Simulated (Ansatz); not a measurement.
`C=C(O)CO` and `C=C(O)C#N` differ in one atom or group.

Ansatz, PBE0-D4/def2-TZVP geometries, multiplicity 1. Each molecule was computed in one conformer, which needn't be the lowest.

```csv
property,`C=C(O)CO`
LUMO energy (ωB97M-V/def2-TZVPP) / eV,2.01
HOMO–LUMO gap (PBE/def2-TZVPP) / eV,4.88
HOMO energy (B3LYP/def2-TZVPP) / eV,-6.50
HOMO–LUMO gap (ωB97M-V/def2-TZVPP) / eV,10.97
HOMO energy (ωB97M-V/def2-TZVPP) / eV,-8.96
HOMO energy (PBE/def2-TZVPP) / eV,-5.50
```

(1) Give the same properties after the change, and the shifts. (Best estimate.)

## Answers

(1) The calculation gave: 
```tsv
property	`C=C(O)C#N`	shift
LUMO energy (ωB97M-V/def2-TZVPP) / eV	0.80	-1.21
HOMO–LUMO gap (PBE/def2-TZVPP) / eV	4.18	-0.70
HOMO energy (B3LYP/def2-TZVPP) / eV	-7.45	-0.95
HOMO–LUMO gap (ωB97M-V/def2-TZVPP) / eV	10.65	-0.32
HOMO energy (ωB97M-V/def2-TZVPP) / eV	-9.86	-0.90
HOMO energy (PBE/def2-TZVPP) / eV	-6.47	-0.97
```

With PBE0 the HOMO falls by 0.96 eV and the LUMO falls by 1.71 eV, so the gap narrows by about 0.75 eV. PBE moves the HOMO by -0.97 eV and ωB97M-V by -0.90 eV.

B3LYP here is the variant with VWN-RPA as its local correlation; programs differ in this.
